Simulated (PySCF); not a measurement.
# C₅H₆O: geometry, NMR shifts, spin-spin couplings, electronic excitations and core binding energies

Wanted: the NMR shifts, spin-spin couplings, electronic excitations and core binding energies of C₅H₆O (`C=C=CC(C)=O`), by calculation.

Programs: PySCF 2.14.0, with density-fitted response routines of our own. Each step states its level of theory. These are calculated values for one molecule in the gas phase, unless marked as measured. Atoms are numbered from 0 throughout.

### 1 Starting geometry

12 atoms, charge 0, multiplicity 1; geometry from: MMFF94s.

Bonds of the start (Å): C0–C1 1.30, C1–C2 1.30, C2–C3 1.48, C3–C4 1.51, C3–O5 1.23, C0–H6 1.08, C0–H7 1.08, C2–H8 1.08, C4–H9 1.09, C4–H10 1.09, C4–H11 1.09.

### 2 Relaxing the molecule at PBE0-D3(BJ)/def2-SVP

Job settings and geometry (Å):

```
{"job": {"xc": "PBE0", "basis": "def2-SVP", "d3": "d3bj", "grid": 1, "kind": "geom"}, "charge": 0, "multiplicity": 1}
C      2.246213     0.344119     0.312749
C      1.216964    -0.410621     0.074707
C      0.194020    -1.175065    -0.164152
C     -1.195703    -0.667490    -0.243327
C     -1.454777     0.802683    -0.039828
O     -2.106828    -1.461515    -0.474026
H      2.585918     0.514668     1.328433
H      2.796054     0.804951    -0.500522
H      0.317365    -2.240500    -0.319031
H     -0.934279     1.386376    -0.803602
H     -2.527869     0.996015    -0.132473
H     -1.137077     1.106376     0.961073
```

**Question.** This job is followed by: GIAO PBE0/pcSseg-1 NMR shielding, non-relativistic, gas phase; B3LYP/pcJ-1 indirect spin-spin coupling, non-relativistic, gas phase; TDDFT B3LYP/def2-SVPD, vertical, gas phase, core orbitals frozen in the response; GIAO HF/pcSseg-2 NMR shielding, non-relativistic, gas phase; delta-SCF UKS SCAN, pcX-2 on the ionised atom, pcseg-1 elsewhere, spin-free X2C. What will the session give for the following? rotational constants (main isotopes); 13C shifts against TMS (PBE0/pcSseg-1); 1H shifts against TMS (PBE0/pcSseg-1, means over atoms taken as alike); 17O shifts against H2O (PBE0/pcSseg-1); largest coupling of the table (B3LYP/pcJ-1); lowest singlet (B3LYP/def2-SVPD); brightest single state of those computed; lowest triplet; vertical ionisation energy (ΔSCF); vertical electron affinity (ΔSCF); C1s binding energies, SCAN/pcX-2 (standing for 4 of 5 atoms); O1s binding energies, SCAN/pcX-2; range of the shift of O5.

As calculated:

| quantity | value |
| --- | --- |
| rotational constants (main isotopes) | 8.50, 2.20, 1.79 GHz |
| 13C shifts against TMS (PBE0/pcSseg-1) | 231.7, 198.3, 101.2, 83.1, 28.8 ppm |
| 1H shifts against TMS (PBE0/pcSseg-1, means over atoms taken as alike) | 5.78, 5.37, 2.23 ppm |
| 17O shifts against H2O (PBE0/pcSseg-1) | 705.0 ppm |
| largest coupling of the table (B3LYP/pcJ-1) | 1J(C,H) C0–H6, 181.7 Hz |
| lowest singlet (B3LYP/def2-SVPD) | 3.81 eV (325 nm), f = 0.000 |
| brightest single state of those computed | state 5, 6.23 eV, f = 0.501 |
| lowest triplet | 3.34 eV |
| vertical ionisation energy (ΔSCF) | 9.34 eV |
| vertical electron affinity (ΔSCF) | -0.26 eV (unbound: the value hangs on the basis) |
| C1s binding energies, SCAN/pcX-2 (standing for 4 of 5 atoms) | C3 293.24, C0 291.00, C4 291.00, C2 290.97 eV |
| O1s binding energies, SCAN/pcX-2 | O5 537.21 eV |
| range of the shift of O5 | 645.4 to 705.0 ppm |

**Reading.** The optimisation took 6 steps and gained 0.051 eV; among the close pairs (by a distance rule), C3–O5 changed most, from 1.230 to 1.210 Å. The most deshielded carbon is C1 (central carbon of an allene), at 231.7 ppm: the central sp carbon of an allene is among the most deshielded carbons of hydrocarbons. At PBE0/pcSseg-1: The largest span, 1318 ppm, is at O5, where the paramagnetic term is -769 ppm. Of the pairs tabulated at B3LYP/pcJ-1, C0–H6 (mean over like pairs) couples most strongly (181.7 Hz; Fermi contact 180.4 Hz). Couplings across rotatable bonds belong to this one conformer; where others are populated, the observed values are averages. The one measured coupling, H6–H8, differs from the computed size by 2.4 Hz; vibrational averaging and surroundings are not included. The lowest singlet, at 3.81 eV, is HOMO→LUMO 0.97 and is dark; of the 10 states computed, the strongest absorption comes from state 5 at 6.23 eV. The lowest triplet lies 0.47 eV below the lowest singlet (triplets in Tamm-Dancoff, singlets in full TDDFT). ΔSCF puts the ionisation energy at 9.34 eV, 2.23 eV above −ε(HOMO). C3 (ketone carbonyl carbon) binds its C1s electron 2.27 eV more tightly than C2 (terminal carbon of a cumulated C=C=C unit). Only 4 of the 5 C atoms are covered by sound results. In ppm, O5 moves most: its shift spreads over 59.6 ppm, from 645.4 (HF/pcSseg-2) to 705.0 (PBE0/pcSseg-1).
